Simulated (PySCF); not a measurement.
# Spin-Hamiltonian simulation

Molecule: SMILES [H]/N=C(\C)C(=C)F, C₄H₆FN.

Bonds: C1-C2 1.331 Å, C2-F3 1.341 Å, C2-C4 1.488 Å, C4-C5 1.502 Å, C4-N6 1.273 Å. C1 carries H7, H8; C5 carries H9, H10, H11; N6 carries H12.

- σ from GIAO-B3LYP/pcSseg-2
- spin–spin couplings from B3LYP/pcJ-1 (spin–dipole term only in couplings to heteroatoms)
- PBE0-D3(BJ)/def2-SVP structure
- program: PySCF 2.14.0 with density-fitted response routines
- single conformer, isolated molecule, non-relativistic Hamiltonian, fast rotation and ring inversion assumed for equivalent nuclei

Shifts are taken against calculated references (same method and geometry level): TMS for ¹H (σref 31.39).

Shifts (ppm): F3 -117.0, H7 4.86, H8 6.22, H9/H10/H11 2.08.
Couplings (Hz): F3–H7: 12.1; F3–H8: 44.0; F3–H9, F3–H10, F3–H11: 6.8; H7–H8: -1.2; H7–H9, H7–H10, H7–H11: 0.7; H8–H9, H8–H10, H8–H11: 0.4; H9–H10, H9–H11, H10–H11: -16.0.

The 6-spin Hamiltonian (Zeeman plus full scalar coupling among like nuclei) was diagonalised exactly; lines are Lorentzian, 1.0 Hz wide, and the maxima above 3 % are listed with the tallest set to 100.

Question: Give the ¹H peak list of this spin system at 90 MHz.

Answer: 
Hz from δ = 0 (height): 582.1 (23), 581.5 (23), 538.1 (23), 537.5 (23), 443.6 (22), 443.3 (22), 431.5 (22), 431.2 (22), 190.6 (100), 183.8 (100)

Question: And at 600 MHz?

Answer: 
```tsv
Hz	ppm	height
3754.4	6.257	23
3753.7	6.256	23
3710.4	6.184	23
3709.7	6.183	23
2922.2	4.870	22
2921.9	4.870	22
2910.1	4.850	22
2909.8	4.850	22
1251.4	2.086	100
1244.6	2.074	100
```

OH and NH positions are those of a molecule without intermolecular hydrogen bonds; in solution they move with solvent, concentration and temperature, and exchange usually removes their couplings.
